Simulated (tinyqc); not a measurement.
Inside a calculation. Method: CISD on RHF in the sto-3g basis, frozen core, for HF, spin multiplicity 1. One step of it, computed by the program tinyqc.

Task: CISD: determinants and Hamiltonian. Slater-Condon rules over spin orbitals, with the nuclear repulsion and the energy of the frozen orbital added and E(HF) subtracted on the diagonal. Only determinants linked to the reference directly or through others are kept (one block of an abelian symmetry group), so some states are absent.

one-electron integrals dressed by the frozen orbital, h + 2 (pq|11) - (p1|1q) (hartree), order 2, 3, 4, 5, 6:
$$\begin{pmatrix}
-6.758704 & 0.285284 & 0.000000 & 0.000000 & 0.562536 \\
0.285284 & -5.225398 & 0.000000 & 0.000000 & 1.350401 \\
0.000000 & 0.000000 & -6.142703 & 0.000000 & 0.000000 \\
0.000000 & 0.000000 & 0.000000 & -6.142703 & 0.000000 \\
0.562536 & 1.350401 & 0.000000 & 0.000000 & -4.356958
\end{pmatrix}$$

energy of the frozen orbital, 2 h_11 + (11|11) = -75.57776044 hartree

Two-electron integrals over orbitals (pq|rs), unique and non-zero (hartree); the lowest 1 orbital is frozen and left out:
```
(22|22) 0.866175    (32|22) -0.041603   (32|32) 0.143389    (33|22) 0.712600
(33|32) -0.022907   (33|33) 0.701458    (42|42) 0.187152    (43|42) -0.032635
(43|43) 0.038622    (44|22) 0.890197    (44|32) -0.071511   (44|33) 0.701047
(44|44) 0.997514    (52|52) 0.187152    (53|52) -0.032635   (53|53) 0.038622
(54|54) 0.053770    (55|22) 0.890197    (55|32) -0.071511   (55|33) 0.701047
(55|44) 0.889973    (55|55) 0.997514    (62|22) -0.099438   (62|32) -0.068581
(62|33) -0.025245   (62|44) -0.097736   (62|55) -0.097736   (62|62) 0.092328
(63|22) -0.216200   (63|32) 0.087266    (63|33) -0.101935   (63|44) -0.231335
(63|55) -0.231335   (63|62) 0.043333    (63|63) 0.215538    (64|42) -0.032800
(64|43) -0.020346   (64|64) 0.029792    (65|52) -0.032800   (65|53) -0.020346
(65|65) 0.029792    (66|22) 0.652141    (66|32) 0.053459    (66|33) 0.657775
(66|44) 0.633317    (66|55) 0.633317    (66|62) -0.058371   (66|63) -0.022524
(66|66) 0.688977
```

nuclear repulsion = 4.17039833 hartree

Hartree-Fock energy = -98.54088867 hartree

Give: determinants; H - E(HF) between determinants.

Result:

Occupation strings over the orbitals (2 doubly, a alpha, b beta, 0 empty; spin orbitals ordered 1a 1b 2a 2b ...): 222220 22a22b 2a222b 22b22a 2b222a 222202 222022 220222 2ab222 2ba222 202222

H - E(HF) between determinants (hartree):
```
         222220   22a22b   2a222b   22b22a   2b222a   222202   222022   220222
222220   0.0000   0.0000   0.0000   0.0000   0.0000   0.0298   0.0298   0.2155
22a22b   0.0000   0.5016  -0.0101  -0.2155  -0.0433   0.0203   0.0203   0.0794
2a222b   0.0000  -0.0101   1.2931  -0.0433  -0.0923   0.0328   0.0328  -0.0873
22b22a   0.0000  -0.2155  -0.0433   0.5016  -0.0101  -0.0203  -0.0203  -0.0794
2b222a   0.0000  -0.0433  -0.0923  -0.0101   1.2931  -0.0328  -0.0328   0.0873
222202   0.0298   0.0203   0.0328  -0.0203  -0.0328   0.9948   0.0538   0.0386
222022   0.0298   0.0203   0.0328  -0.0203  -0.0328   0.0538   0.9948   0.0386
220222   0.2155   0.0794  -0.0873  -0.0794   0.0873   0.0386   0.0386   1.0782
2ab222  -0.0433   0.0873  -0.1937  -0.0331   0.0686   0.0326   0.0326   0.0865
2ba222   0.0433  -0.0331   0.0686   0.0873  -0.1937  -0.0326  -0.0326  -0.0865
202222   0.0923   0.0686   0.0411  -0.0686  -0.0411   0.1872   0.1872   0.1434

         2ab222   2ba222   202222
222220  -0.0433   0.0433   0.0923
22a22b   0.0873  -0.0331   0.0686
2a222b  -0.1937   0.0686   0.0411
22b22a  -0.0331   0.0873  -0.0686
2b222a   0.0686  -0.1937  -0.0411
222202   0.0326  -0.0326   0.1872
222022   0.0326  -0.0326   0.1872
220222   0.0865  -0.0865   0.1434
2ab222   1.8864  -0.1434   0.1052
2ba222  -0.1434   1.8864  -0.1052
202222   0.1052  -0.1052   2.8371
```
